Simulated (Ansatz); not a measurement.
`CC/N=C\F` → `C/N=C\F` + `[CH2]` (triplet) at 298.15 K and 1 bar (formal loss of a carbene).

Computed with Ansatz on PBE0-D4/def2-TZVP structures; ΔE is electronic, products minus reactants. CCSD(T)/CBS is the MP2 limit (def2-TZVPP, def2-QZVPP) plus CCSD(T) − MP2 in def2-TZVPP, frozen cores. This one scheme is used for every species. Double bonds are as drawn, so ΔE can hold a change between cis and trans. Triplets are unrestricted, without spin–orbit coupling. Each species was taken in one conformer, which may not be the lowest.

```
          species  CCSD(T)/CBS energy (Eh)  H − E (kJ/mol)  S (J/(mol·K))
       `CC/N=C\F`               -272.23871           254.2          320.0
        `C/N=C\F`               -232.97538           175.7          287.0
`[CH2]` (triplet)                -39.09499            55.4          195.3
```

H − E and S are ideal-gas, rigid-rotor, harmonic terms from PBE0-D4/def2-TZVP, for one conformer and one mirror image of each species, with the whole ground term of open shells counted as degenerate. 1 Eh = 2625.50 kJ/mol, R = 8.31446 J/(mol·K).

**Question.** By hand: ΔE, ΔH, ΔS and ΔG.

**Answer.** ΔE = (-232.97538) + (-39.09499) − (-272.23871) = 0.16834 Eh = 442.0 kJ/mol. Δ(H − E) = 175.7 + 55.4 − 254.2 = -23.1, so ΔH = 418.9 kJ/mol. ΔS = 287.0 + 195.3 − 320.0 = 162.3 J/(mol·K). ΔG = 418.9 − 298.15 × (162.3)/1000 = 370.5 kJ/mol.

**Question.** By hand: the equilibrium constant, and the temperature at which ΔG would vanish if ΔH and ΔS stayed fixed.

**Answer.** log₁₀ K = −ΔG/(RT ln 10) = -64.9. ΔG = 0 at ΔH/ΔS = 2581 K, far beyond where these terms or the molecules hold.

The number of gas molecules changes by +1, which sets the sign of ΔS. A doubt of 5 kJ/mol in ΔE shifts log₁₀ K by 0.9 here. Other conformers and mirror images would add mixing entropy, several J/(mol·K) or more a flexible species. Modes under 60 cm⁻¹, often nearly free rotors, make the harmonic entropy too high. A triplet takes part, so the spin changes. These are equilibria of isolated gas molecules and say nothing of rates. Largest T1 diagnostic: 0.013 (customary marks: 0.02 for closed shells, 0.045 for open ones).
